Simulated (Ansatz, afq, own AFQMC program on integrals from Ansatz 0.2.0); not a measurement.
Integrals from Ansatz 0.2.0, then the random walk in our own AFQMC program (afq).

```yaml
crystal:
  periodic: [false, false, false]
  atoms:
    - {symbol: B, position_ang: [0.000000, -0.185227, 0.772970]}
    - {symbol: N, position_ang: [0.000000, 0.087426, -0.705019]}
    - {symbol: H, position_ang: [0.000000, 0.771807, 1.506451]}
basis:
  gaussian: {orbitals: cc-pVDZ}
magnetization: {spin_polarized: false, initial_magnetization: 3}
correlation: {method: ccsd_t, electrons: outside_noble_gas, hamiltonian_folder: ham}
```

```sh
$ ansatz run in.yaml --threads 1 --pin off --events-out ev --progress --plain --max-ram 1382MiB
```

afq runs on the folder ham with

```
--method phaseless --trial cisd --walkers 80 --populations 1 --least-time 40 --time-step 0.04 --steps-per-block 5 --equilibration-blocks 30 --max-blocks 300 --target-error 0.00072 --factor-cut 1e-05 --start spin_pure --seed 3356 --taylor-order 6
```

Times are imaginary, in 1/Eh. The walk had a cap of 268 s.

Log:

```
orbitals 31  electrons 6 3  factors 231 of 312
reference energy -79.57321189 Eh
CCSD correlation -0.18624936 Eh in 14 cycles, weight of the determinant in the CISD state 0.9159
energy of the start -79.759461 Eh
 block  time / (1/Eh)  mean weight  energy / Eh
     1     0.200  1.0180  -79.757945
     2     0.400  0.9809  -79.759326
     3     0.600  0.9964  -79.759912
     4     0.800  1.0094  -79.760236
     5     1.000  0.9852  -79.761180
     8     1.600  0.9991  -79.762391
    11     2.200  1.0044  -79.761821
    26     5.200  1.0082  -79.762760
    41     8.200  0.9880  -79.768780
    56    11.200  0.9876  -79.763934
    71    14.200  0.9945  -79.761428
    86    17.200  1.0093  -79.763571
   101    20.200  1.0035  -79.763562
   116    23.200  0.9886  -79.762865
   131    26.200  1.0118  -79.762526
   146    29.200  1.0055  -79.763690
   161    32.200  1.0083  -79.764878
   176    35.200  0.9712  -79.759667
   186    37.200  0.9857  -79.770174
   191    38.200  0.9923  -79.763820
   206    41.200  0.9879  -79.763400
   221    44.200  0.9909  -79.761683
   226    45.200  1.0206  -79.763878
blocks merged  error / Eh  count
     1  0.000167  200
     2  0.000209  100
     4  0.000235  50
     8  0.000294  25
    16  0.000311  12
energy -79.763850 +/- 0.000294 Eh
(rows thinned)
```

The run failed at least one of its tests; the cautions name the faults.

Against this walk (error 8.0 meV) on the same determinant: CCSD(T) 12.4 meV higher (within the noise), CCSDT(Q) 17.7 meV lower, a separate phaseless walk with a CISD trial and standard settings 2.8 ± 11.9 meV lower (within the noise). The error is statistical and leaves out the bias of the constraint.

Cautions: constraint bias not in the error; error not settled; lower spins were not checked; the time-step error isn't removed.

The walk took 35 s on 1 thread of AMD EPYC 9R45 96-Core Processor (Zen 5), on a shared host. The log's last line is the phaseless energy.

CCSDT and higher add their correlation energy to the determinant of the CCSD(T) run, since their own runs factorise the integrals more tightly (a shift of under 2 meV). A walk keeps the symmetry of its determinant, which the program's search chose and which needn't be the lowest solution, so a lower state of the same spin and another symmetry isn't excluded.
